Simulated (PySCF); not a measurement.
# Mayer bond orders and bond lengths

Compound: cyclopentane, C5H10.
Numbering: `[CH2:1]1[CH2:2][CH2:3][CH2:4][CH2:5]1` (hydrogens: H6, H7 on C1; H8, H9 on C2; H10, H11 on C3; H12, H13 on C4; H14, H15 on C5)

Structure used (PBE0-D3(BJ)/def2-SVP), in Å, numbered top down from 1:
```xyz
15
C5H10 angstrom
C      0.444    0.848    0.848
C      1.272   -0.173    0.066
C      0.243   -1.151   -0.543
C     -1.136   -0.474   -0.373
C     -0.828    0.974    0.014
H      0.193    0.451    1.847
H      0.967    1.804    1.001
H      2.026   -0.679    0.688
H      1.823    0.344   -0.738
H      0.266   -2.128   -0.037
H      0.467   -1.348   -1.602
H     -1.695   -0.958    0.444
H     -1.764   -0.552   -1.273
H     -0.620    1.575   -0.889
H     -1.657    1.466    0.546
```

Bond orders from the PBE0/pcSseg-1 density (PySCF). Isolated species at its PBE0-D3(BJ)/def2-SVP geometry (one conformer only).

Q: Where do the orders between heavy atoms depart from those drawn in the SMILES?

A: The largest departure is 0.032, at C1–C2 (drawn single, 1.032) and C4–C5 (drawn single, 1.032).

Q: Set the Mayer orders of the bonds beside their lengths.

A: 
| bond | drawn as | length (Å) | Mayer order |
| --- | --- | --- | --- |
| C1–C2 | single | 1.530 | 1.032 |
| C2–C3 | single | 1.545 | 1.023 |
| C3–C4 | single | 1.545 | 1.023 |
| C4–C5 | single | 1.530 | 1.032 |
| C5–C1 | single | 1.526 | 1.019 |
| C1–H6 | single | 1.104 | 0.952 |
| C1–H7 | single | 1.101 | 0.960 |
| C2–H8 | single | 1.100 | 0.960 |
| C2–H9 | single | 1.102 | 0.955 |
| C3–H10 | single | 1.101 | 0.960 |
| C3–H11 | single | 1.101 | 0.960 |
| C4–H12 | single | 1.102 | 0.955 |
| C4–H13 | single | 1.100 | 0.960 |
| C5–H14 | single | 1.104 | 0.952 |
| C5–H15 | single | 1.101 | 0.960 |

Q: Sum the orders of all bonds at each heavy atom with more than one neighbour and set the sums beside the valence in the SMILES.

A: C1 3.963 (drawn 4), C2 3.970 (drawn 4), C3 3.966 (drawn 4), C4 3.970 (drawn 4), C5 3.963 (drawn 4). Orders between atoms that aren't bonded are not in these sums.

The Mayer order sums products of elements of PS (density times overlap matrix) between the two atoms' basis functions, so it depends on the basis set.
